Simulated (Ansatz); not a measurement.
## Stretch profile

SiNHO, closed shell, at its PBE0-D4/def2-TZVP minimum:

N1  (-1.958, 0.629, 0.481)
Si2  (-0.496, 0.136, 0.261)
O3  (1.022, -0.381, 0.064)
H4  (1.433, -0.385, -0.806)
(Å)

The bond length Si2–O3 (1.616 Å at the minimum) is set to the values below, the two halves moving rigidly along the bond. Each method's energies count from its own value at the PBE0-D4 minimum structure. Computed with Ansatz 0.2.0 (basis: def2-TZVPP); correlated methods freeze the cores. B3LYP uses VWN-RPA correlation.

CCSD(T) energies along the scan:
```
bond length (Å)  CCSD(T) (kcal/mol)
          1.455               16.31
          1.487               10.13
          1.535                3.97
          1.590                0.55
          1.651                0.14
          1.718                2.63
          1.788                7.42
          1.862               13.99
          1.939               21.73
```
They count from the CCSD(T) energy at the PBE0-D4 minimum.

Minimum and curvature along this coordinate at CCSD(T): A fifth-order fit through the nearest points gives 1.628 Å, with a curvature of about 34 eV/Å².

**Question.** Treat the two halves as rigid bodies and work out the harmonic wavenumber of this stretch from that curvature (ν̃ = 521.5 √(k/μ) cm⁻¹ with k in eV/Å² and μ in u).

**Answer.** The halves weigh 42.09 and 17.01 u, so μ = 42.09 × 17.01/59.10 = 12.114 u and ν̃ = 521.5 √(34/12.114) ≈ 870 cm⁻¹. A true normal mode mixes in other motions, so this is a guide only.

Largest difference from the CCSD(T) curve over the scan: PBE-D4 3.42; r2SCAN-D4 1.05; B3LYP-D4 0.97; wB97M-V 2.50 kcal/mol. Each curve counts from its own value at the minimum.

No T1 diagnostic of these runs exceeds 0.029. The T1 diagnostic is large here, which may signal multireference character or strong orbital relaxation, so CCSD(T) is less sure. The restricted Hartree–Fock reference is unstable towards an unrestricted one here.

For scale, one of the runs: CCSD(T)/def2-TZVPP, 118 basis functions (an equivalent command: `ansatz run in.yaml --threads 2`). Hardware: 2 CPU threads, shared host. Wall time about 7 s.
